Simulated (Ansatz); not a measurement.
Geometry optimisation, RKS PBE0-D4/def2-SVP (Ansatz 0.2.0).

Input:

```yaml
crystal:
  periodic: [false, false, false]
  atoms:
    - { symbol: C, position_ang: [0.1488, -2.4247, 0.0404] }
    - { symbol: C, position_ang: [0.6429, -0.9685, 0.0599] }
    - { symbol: O, position_ang: [-0.478, -0.0597, -0.0938] }
    - { symbol: C, position_ang: [0.0523, 1.2914, -0.1017] }
    - { symbol: "N", position_ang: [-1.1596, 2.1009, -0.3657] }
    - { symbol: O, position_ang: [0.4741, 1.6869, 1.1444] }
    - { symbol: H, position_ang: [-0.4022, -2.5652, -0.9075] }
    - { symbol: H, position_ang: [0.9447, -3.0947, 0.1255] }
    - { symbol: H, position_ang: [-0.6181, -2.5155, 0.8793] }
    - { symbol: H, position_ang: [1.3582, -0.8241, -0.7389] }
    - { symbol: H, position_ang: [1.1508, -0.7924, 1.0334] }
    - { symbol: H, position_ang: [0.7594, 1.4378, -0.8544] }
    - { symbol: H, position_ang: [-1.6948, 1.7229, -1.1576] }
    - { symbol: H, position_ang: [-0.8527, 3.0308, -0.6308] }
    - { symbol: H, position_ang: [-0.3477, 1.9233, 1.5969] }
basis:
  gaussian: { orbitals: def2-SVP }
hamiltonian:
  xc: pbe0
  dispersion: d4
relax:
  f_tol: 0.015
  max_steps: 40
output:
  orbitals: {}
```

Launched with:

```bash
$ ansatz run input.yaml --threads 2 --pin off --max-ram 3072MiB --backend cpu --events-out ev --progress --plain --runs-dir out
```

Question: Where does it end, and by what steps?

Answer: The run converged. After 6 steps the energy has fallen by 0.514 eV; H15 moved furthest, 0.20 Å.

| step | energy less start (eV) | largest force component (eV/Å) | accepted |
| --- | --- | --- | --- |
| 0 | 0.0000 | 5.254 | yes |
| 1 | -0.4201 | 1.740 | yes |
| 2 | -0.5052 | 0.275 | yes |
| 3 | -0.5122 | 0.117 | yes |
| 4 | -0.5139 | 0.044 | yes |
| 5 | -0.5141 | 0.038 | yes |
| 6 | -0.5142 | 0.009 | yes |

```xyz
15
Properties=species:S:1:pos:R:3
C 0.082 -2.341 0.045
C 0.655 -0.945 0.047
O -0.395 -0.026 -0.132
C -0.001 1.308 -0.097
N -1.180 2.056 -0.405
O 0.493 1.703 1.135
H -0.435 -2.549 -0.904
H 0.880 -3.087 0.177
H -0.645 -2.460 0.862
H 1.402 -0.830 -0.766
H 1.181 -0.736 0.995
H 0.853 1.452 -0.797
H -1.685 1.622 -1.174
H -0.944 3.010 -0.663
H -0.285 1.773 1.707
```

The run took 18 s on 2 threads of Intel(R) Xeon(R) 6975P-C (Granite Rapids), on a shared host, peak memory 0.33 GiB.
